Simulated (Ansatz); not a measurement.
A calculation with Ansatz (development build ahead of 0.2.0).

```yaml
crystal:
  periodic: [false, false, false]
  atoms:
    - { symbol: F, position_ang: [0.0, 0.0, -0.66364] }
    - { symbol: F, position_ang: [0.0, 0.0, 0.66364] }
basis:
  gaussian: { orbitals: "6-31G" }
hamiltonian:
  xc: hf
correlation:
  method: ccsd_t
  frozen_orbitals: { F: 1 }
```

The input is written out in the form of the current development build from the run's settings.

Output:

* Converged: yes
* Reference energy: -198.63909 hartree
* Correlation energy: -0.26147 hartree
* Total energy: -198.90056 hartree
